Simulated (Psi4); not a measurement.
# One shape, several levels: BF (SMILES [B]F)

Aim: a comparison of 6 runs (HF/def2-TZVPPD, B2PLYP/def2-TZVPPD, B3LYP/def2-TZVPPD, SVWN5/def2-TZVPPD, wB97X/def2-TZVPPD, MP2/def2-TZVPPD) of BF. 

The results are computed with Psi4 1.11.

## Step 1: The system as given

The species is BF (2 atoms), meant as a singlet with charge 0. As SMILES, `[B]F`. The B1–F2 distance was set to 1.453 Å, away from the relaxed value.

Bond lengths: B1–F2 1.453 Å.

## Step 2: Energy and gradient at HF/def2-TZVPPD (run 1)

Input file input.dat:

```
memory 2200 MB

molecule system {
  0 1
  B
  F 1 1.4526
  symmetry c1
  no_reorient
  no_com
}

set {
  puream true
  e_convergence 1e-09
  d_convergence 1e-08
  scf_type pk
}

result, w = gradient("scf/def2-TZVPPD", return_wfn=True)
oeprop(w, "DIPOLE", "LOWDIN_CHARGES", "MAYER_INDICES")
print_variables()
```

Started as:

```bash
$ psi4 -i input.dat -o output.dat -n 1
```

output.dat:

```text
[...]
  Running in c1 symmetry.
[...]
  Nuclear repulsion =   16.393346055452295
[...]
  Multiplicity = 1
[...]
  Nalpha       = 7
  Nbeta        = 7
[...]
    Number of basis functions: 77
[...]
   @RHF iter   1:  -124.10044374509202   -8.98051e-01   3.97506e-03 DIIS/ADIIS
[...]
   @RHF iter   9:  -124.13458194671118   -3.40776e-11   7.90055e-09 DIIS
[...]
    Orbital Energies [Eh]
    ---------------------
    Doubly Occupied:
       1A    -26.330826     2A     -7.754451     3A     -1.608575
       4A     -0.775286     5A     -0.679011     6A     -0.679011
       7A     -0.430163
[...]
  @RHF Final Energy:  -124.13458194671118
   => Energetics <=
    Nuclear Repulsion Energy =             16.3933460554522945
    One-Electron Energy =                -204.5412076270747548
    Two-Electron Energy =                  64.0132796249112772
    Total Energy =                       -124.1345819467111795
[...]
  -Total Gradient:
     Atom            X                  Y                   Z
    ------   -----------------  -----------------  -----------------
       1        0.000000000017    -0.000000000019    -0.116111963134
       2       -0.000000000017     0.000000000019     0.116111963134
[...]
 Multipole Moments:
 ------------------------------------------------------------------------------------
     Multipole            Electronic (a.u.)      Nuclear  (a.u.)        Total (a.u.)
 ------------------------------------------------------------------------------------
 L = 1.  Multiply by 2.5417464519 to convert [e a0] to [Debye]
 Dipole X            :          0.0000000            0.0000000            0.0000000
 Dipole Y            :         -0.0000000            0.0000000           -0.0000000
 Dipole Z            :         -0.4919959            0.3742995           -0.1176964
 Magnitude           :                                                    0.1176964
[...]
```

It took 9 s on 1 thread of Intel Xeon at 2.50GHz (Skylake/Cascade Lake), shared host; peak memory 0.26 GiB.

## Step 3: The energy at B2PLYP/def2-TZVPPD (density fitting for correlation) (run 2)

Input file bf.py:

```python
import psi4

psi4.set_memory('2200 MB')
psi4.set_num_threads(1)
psi4.core.set_output_file('output.dat', False)

geom = psi4.geometry("""
0 1
B      0.000000     0.000000    -0.198860
F      0.000000     0.000000     1.253740
units angstrom
symmetry c1
no_reorient
no_com
""")

options = {'basis': 'def2-TZVPPD', 'reference': 'rks', 'puream': True, 'e_convergence': 1e-09, 'd_convergence': 1e-08, 'scf_type': 'pk', 'dft_radial_points': 99, 'dft_spherical_points': 590, 'num_frozen_docc': 2}
psi4.set_options(options)

e_tot, wfn = psi4.energy("b2plyp", molecule=geom, return_wfn=True)
print(f'total energy {e_tot:.8f} hartree = {e_tot * 27.211386:.5f} eV')
```

Started as:

```bash
$ python bf.py
```

output.dat:

```text
[...]
  Running in c1 symmetry.
[...]
  Nuclear repulsion =   16.393346055452291
[...]
  Multiplicity = 1
[...]
  Nalpha       = 7
  Nbeta        = 7
[...]
    Number of basis functions: 77
[...]
   @RKS iter   1:  -124.47873276822753   -6.82422e-01   4.36356e-03 ADIIS/DIIS
[...]
   @RKS iter   9:  -124.51343687777000   -3.41061e-12   2.59938e-09 DIIS
[...]
    Orbital Energies [Eh]
    ---------------------
    Doubly Occupied:
       1A    -25.400251     2A     -7.255572     3A     -1.382274
       4A     -0.654920     5A     -0.558114     6A     -0.558114
       7A     -0.360819
[...]
  @RKS Final Energy:  -124.51343687777000
   => Energetics <=
    Nuclear Repulsion Energy =             16.3933460554522910
    One-Electron Energy =                -204.5208932737968439
    Two-Electron Energy =                  70.4934736925923460
    DFT Exchange-Correlation Energy =      -6.8793633520178084
    Empirical Dispersion Energy =           0.0000000000000000
    VV10 Nonlocal Energy =                  0.0000000000000000
    Total Energy =                       -124.5134368777700047
[...]
 Multipole Moments:
 ------------------------------------------------------------------------------------
     Multipole            Electronic (a.u.)      Nuclear  (a.u.)        Total (a.u.)
 ------------------------------------------------------------------------------------
 L = 1.  Multiply by 2.5417464519 to convert [e a0] to [Debye]
 Dipole X            :         -0.0000000            0.0000000           -0.0000000
 Dipole Y            :         -0.0000000            0.0000000           -0.0000000
 Dipole Z            :        -19.5241258           19.4440724           -0.0800534
 Magnitude           :                                                    0.0800534
[...]
```

The script printed:

```text
total energy -124.62176792 hartree = -3391.13103 eV
```

Wall time 11 s (1 thread of Intel Xeon at 2.50GHz (Skylake/Cascade Lake), shared host); peak memory 0.51 GiB.

Runs 3 to 4 aren't shown in full; the table further down has their settings and results.

## Step 4: Energy and forces at wB97X/def2-TZVPPD (run 5)

Input file bf.inp:

```
memory 2.2 GB

molecule geom {
  0 1
  B      0.000000     0.000000    -0.198860
  F      0.000000     0.000000     1.253740
  symmetry c1
  no_reorient
  no_com
}

set {
  basis                def2-TZVPPD
  reference            rks
  puream               true
  e_convergence        1e-09
  d_convergence        1e-08
  scf_type             pk
  dft_radial_points    99
  dft_spherical_points 590
}

E, wfn = gradient('wb97x', return_wfn=True)
oeprop(wfn, 'MAYER_INDICES', 'DIPOLE', 'MULLIKEN_CHARGES')
```

Started as:

```bash
$ psi4 -i bf.inp -o bf.out -n 1
```

bf.out:

```text
[...]
  Running in c1 symmetry.
[...]
  Nuclear repulsion =   16.393346055452291
[...]
  Multiplicity = 1
[...]
  Nalpha       = 7
  Nbeta        = 7
[...]
    Number of basis functions: 77
[...]
   @RKS iter   1:  -124.62913807904422   -7.48002e-01   4.49261e-03 DIIS/ADIIS
[...]
   @RKS iter   9:  -124.66583395262131   -1.65983e-11   7.83639e-09 DIIS
[...]
    Orbital Energies [Eh]
    ---------------------
    Doubly Occupied:
       1A    -24.783763     2A     -6.987565     3A     -1.342279
       4A     -0.677991     5A     -0.581445     6A     -0.581445
       7A     -0.409719
[...]
  @RKS Final Energy:  -124.66583395262131
   => Energetics <=
    Nuclear Repulsion Energy =             16.3933460554522910
    One-Electron Energy =                -204.4519156554063954
    Two-Electron Energy =                  73.6927375889520846
    DFT Exchange-Correlation Energy =     -10.3000019416193069
    Empirical Dispersion Energy =           0.0000000000000000
    VV10 Nonlocal Energy =                  0.0000000000000000
    Total Energy =                       -124.6658339526213126
[...]
  -Total Gradient:
     Atom            X                  Y                   Z
    ------   -----------------  -----------------  -----------------
       1       -0.000000000003    -0.000000000006    -0.096888619434
       2        0.000000000003     0.000000000006     0.096763181046
[...]
 Multipole Moments:
 ------------------------------------------------------------------------------------
     Multipole            Electronic (a.u.)      Nuclear  (a.u.)        Total (a.u.)
 ------------------------------------------------------------------------------------
 L = 1.  Multiply by 2.5417464519 to convert [e a0] to [Debye]
 Dipole X            :         -0.0000000            0.0000000           -0.0000000
 Dipole Y            :         -0.0000000            0.0000000           -0.0000000
 Dipole Z            :        -19.4701488           19.4440724           -0.0260764
 Magnitude           :                                                    0.0260764
[...]
  Mulliken Charges: (a.u.)
   Center  Symbol    Alpha    Beta     Spin     Total
       1     B     2.37939  2.37939  0.00000  0.24123
       2     F     4.62061  4.62061  0.00000 -0.24123
   Total alpha =  7.00000, Total beta =  7.00000, Total charge = -0.00000
  Mayer Bond Indices:
[...]
```

It took 20 s on 1 thread of Intel Xeon at 2.50GHz (Skylake/Cascade Lake), shared host; peak memory 0.55 GiB.

## Step 5: The energy at MP2/def2-TZVPPD (run 6)

Input file calc.py:

```python
import psi4

psi4.set_memory(2200000000)
psi4.set_num_threads(1)
psi4.core.set_output_file('psi4.out', False)

geom = psi4.geometry("""
0 1
B      0.000000     0.000000    -0.198860
F      0.000000     0.000000     1.253740
symmetry c1
""")

psi4.set_options({
    'basis': 'def2-TZVPPD',
    'puream': True,
    'e_convergence': 1e-09,
    'd_convergence': 1e-08,
    'scf_type': 'pk',
    'num_frozen_docc': 2,
    'mp2_type': 'conv',
})

e = psi4.energy("mp2")
print(f'total energy {e:.8f} hartree = {e * 27.211386:.5f} eV')
```

Started as:

```bash
$ python calc.py
```

psi4.out:

```text
[...]
  Running in c1 symmetry.
[...]
  Nuclear repulsion =   16.393346055452298
[...]
  Multiplicity = 1
[...]
  Nalpha       = 7
  Nbeta        = 7
[...]
    Number of basis functions: 77
[...]
   @RHF iter   1:  -124.10044356090177   -8.98050e-01   3.97506e-03 ADIIS/DIIS
[...]
   @RHF iter   9:  -124.13458194671091   -3.37650e-11   7.90060e-09 DIIS
[...]
    Orbital Energies [Eh]
    ---------------------
    Doubly Occupied:
       1A    -26.330826     2A     -7.754451     3A     -1.608575
       4A     -0.775286     5A     -0.679011     6A     -0.679011
       7A     -0.430163
[...]
  @RHF Final Energy:  -124.13458194671091
   => Energetics <=
    Nuclear Repulsion Energy =             16.3933460554522981
    One-Electron Energy =                -204.5412076270770285
    Two-Electron Energy =                  64.0132796249138210
    Total Energy =                       -124.1345819467109095
[...]
 Multipole Moments:
 ------------------------------------------------------------------------------------
     Multipole            Electronic (a.u.)      Nuclear  (a.u.)        Total (a.u.)
 ------------------------------------------------------------------------------------
 L = 1.  Multiply by 2.5417464519 to convert [e a0] to [Debye]
 Dipole X            :         -0.0000000            0.0000000           -0.0000000
 Dipole Y            :         -0.0000000            0.0000000           -0.0000000
 Dipole Z            :         -0.4919959            0.3742995           -0.1176964
 Magnitude           :                                                    0.1176964
[...]
	SCS-MP2 Total Energy (a.u.)        :  -124.45902001156934
	SOS-MP2 Total Energy (a.u.)        :  -124.43211874788581
	SCSN-MP2 Total Energy (a.u.)       :  -124.27662061896001
[...]
	SOS-PI-MP2 Total Energy (a.u.)     :  -124.48170821474829
[...]
	MP2 Total Energy (a.u.)            :  -124.46323307207395
[...]
```

On the terminal:

```text
total energy -124.46323307 hartree = -3386.81708 eV
```

Run time: 8.7 s. Hardware: 1 thread of Intel Xeon at 2.50GHz (Skylake/Cascade Lake), shared host; peak memory 0.33 GiB.

## Step 6: Overview of the runs

```tsv
run	level	task	frozen core orbitals	energy (Eh)	dipole moment (D)	HOMO energy (eV)	LUMO energy (eV)	wall time
1	HF/def2-TZVPPD	gradient	0	-124.134582	0.30	-11.71	1.56	9 s
2	B2PLYP/def2-TZVPPD (density fitting for correlation)	energy	2	-124.621768	–	-9.82	-0.53	11 s
3	B3LYP/def2-TZVPPD	gradient	0	-124.699796	0.08	-8.46	-2.18	17 s
4	SVWN5/def2-TZVPPD	gradient	0	-123.774617	0.06	-7.40	-3.16	11 s
5	wB97X/def2-TZVPPD	gradient	0	-124.665834	0.07	-11.15	0.46	20 s
6	MP2/def2-TZVPPD	energy	2	-124.463233	–	-11.71	1.56	8.7 s
```

## Step 7: Summary of results

| quantity | value |
| --- | --- |
| run 6: total energy | -124.46323 Eh |
| run 6: HOMO energy (Hartree–Fock orbitals) | -11.71 eV |
| run 6: LUMO energy (Hartree–Fock orbitals) | 1.56 eV |
| run 6: HOMO–LUMO gap (Hartree–Fock orbitals) | 13.26 eV |
| run 6: correlation energy (2 core orbitals frozen) | -328.7 mEh |

**Reading.** Over runs 1, 3, 4, 5 the dipole moment (its size) runs from 0.06 D (SVWN5/def2-TZVPPD) to 0.30 D (HF/def2-TZVPPD). The two dipoles point in opposite directions. Over runs 1, 2, 3, 4, 5 the HOMO–LUMO gap runs from 4.24 eV (SVWN5/def2-TZVPPD) to 13.26 eV (HF/def2-TZVPPD). Exact exchange widens orbital gaps. Totals of different functionals can't be ranked against each other. All runs together took 76 s, the longest 20 s.
